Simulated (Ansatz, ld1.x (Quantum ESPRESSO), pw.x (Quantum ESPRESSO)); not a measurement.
## silver (fcc): variants of one RRKJ potential in the solid

silver, norm-conserving RRKJ (Kleinman–Bylander form), made with ld1.x (Quantum ESPRESSO) 7.5 (PBE, scalar-relativistic). Core [Kr], reference 4d10 5s1 5p0. Waves: 5s (bound): rc 2.35 bohr; 5p (bound, empty): rc 3.70 bohr; 4d (bound): rc 2.00 bohr. Local part: all-electron potential smoothed inside 2.40 bohr (lloc = -2). Core correction: none. rho0 = 0.01.

Crystal test: fcc Ag in pw.x 7.5, no spin, 14³ k-points, Fermi–Dirac smearing 0.01 Ry, cutoffs set for each file from its atomic test. The reference is all-electron LAPW (Ansatz 0.2.0) with the same functional, mesh and smearing; V0 and B0 come from Birch–Murnaghan fits to the pressures at five volumes. Errors are pseudo minus all-electron; Δ is the rms difference of the E(V) curves that follow from these fits, minima aligned, over ±6 % about the mean V0. Mesh and smearing are coarse, so the numbers serve the comparison and aren't converged zero-temperature values; the lattice is a test structure that the element need not adopt.

All-electron: a0 = 4.149 Å (V0 = 17.85 Å³/atom), B0 = 90.5 GPa.

Base: The largest radius (3.70 bohr) exceeds half the bond length (2.77 bohr), so the spheres overlap, which is one possible source of error among others.

1 further variants are left out: they gave no file fit for a test, a broken result, the same result as the base, or pressures whose basis-set error rivals the error shown.

A dash in a converged row means that the minimum lies outside the volumes sampled.

| change | cutoffs (Ry) | pw.x | a0 (Å) | a0 error (%) | B0 error (%) | Δ (meV/atom) | mean pressure error (GPa) |
| --- | --- | --- | --- | --- | --- | --- | --- |
| base | 75/300 | converged | 4.167 | +0.44 | -0.5 | 4.7 | +1.24 |
| all radii scaled by about 1.31 (s 3.08, p 4.86, d 2.62 bohr); local potential all-electron potential smoothed inside 3.16 bohr (lloc = -2) | 50/200 | converged | – | – | – | – | +9.87 |
| local potential the s channel | 75/300 | converged | 4.189 | +0.96 | -2.7 | 10.3 | +2.79 |
| local potential all-electron potential smoothed inside 3.20 bohr (lloc = -2) | 75/300 | converged; bound ghost | – | – | – | – | -35.87 |

(1) Give the row for: wave 5p (bound): rc 3.70 bohr becomes 5p (bound): rc 4.84 bohr.

Answers

(1) pw.x: converged; mean pressure error (GPa): +1.53; a0 (Å): 4.171; a0 error (%): +0.53; B0 error (%): +0.8; Δ (meV/atom): 5.7.
